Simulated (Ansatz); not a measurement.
Ansatz (a program for electronic structure) input:
A basis named .json is the Basis Set Exchange file of that set.

Ansatz 0.2 input:
```yaml
crystal:
  periodic: [false, false, false]
  atoms:
    - {symbol: C, position_ang: [1.53379673, 0.72178748, -0.05598659]}
    - {symbol: C, position_ang: [0.05413916, 0.71444552, -0.20590311]}
    - {symbol: S, position_ang: [-0.80245468, -0.74723182, 0.15829164]}
    - {symbol: H, position_ang: [-2.04112453, -0.30969112, -0.11921902]}
    - {symbol: H, position_ang: [-0.44898370, 1.46562804, -0.79670620]}
    - {symbol: H, position_ang: [1.90387340, 1.74551367, 0.02581078]}
    - {symbol: H, position_ang: [1.84946314, 0.17840682, 0.83876032]}
    - {symbol: H, position_ang: [2.04843123, 0.25845385, -0.90997389]}
basis:
  gaussian:
    orbitals: aug-cc-pV_D+d_Z.json
magnetization: {spin_polarized: true, initial_magnetization: 1}
correlation: {method: ccsd_t, electrons: outside_noble_gas}
output: {forces: true}
```

Q: Which total energy does the run end on?

A: -476.63587 Eh (CCSD(T)/aug-cc-pV(D+d)Z). The basis has 123 functions.

It need not be the lowest isomer of its formula.
